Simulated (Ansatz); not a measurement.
Take a crystal in which Ru has been replaced by Os on all its sites, with the cell rescaled by a rough guess (in some cases also distorted within its space group) and nothing relaxed:

```
Os W
1.0
     2.71315    0.00000    0.00000
    -1.35657    2.34965    0.00000
     0.00000    0.00000    4.37569
Os W
1 1
Direct
  0.00000 0.00000 0.50000
  0.66667 0.33333 0.00000
```

The calculation used DFT PBEsol, scalar-relativistic, plane waves, PAW (Ansatz 0.2.0).

Settings: cutoff 420 eV, Γ-centred mesh 18×18×10 on the computed 2-atom cell, Gaussian smearing of 0.10 eV; no spin polarisation.

(1) What pressure does the cell carry?

(2) Is it a metal on this mesh?

(3) What is its energy against the elements in their standard states?

Spin-orbit coupling is left out, which matters for the bands of heavy elements.

Results:

(1) The pressure is 24.2 GPa (positive in compression), so the cell would expand.

(2) Yes, a band crosses the Fermi level.

(3) +0.168 eV/atom at this unrelaxed geometry, with the elements in the same functional.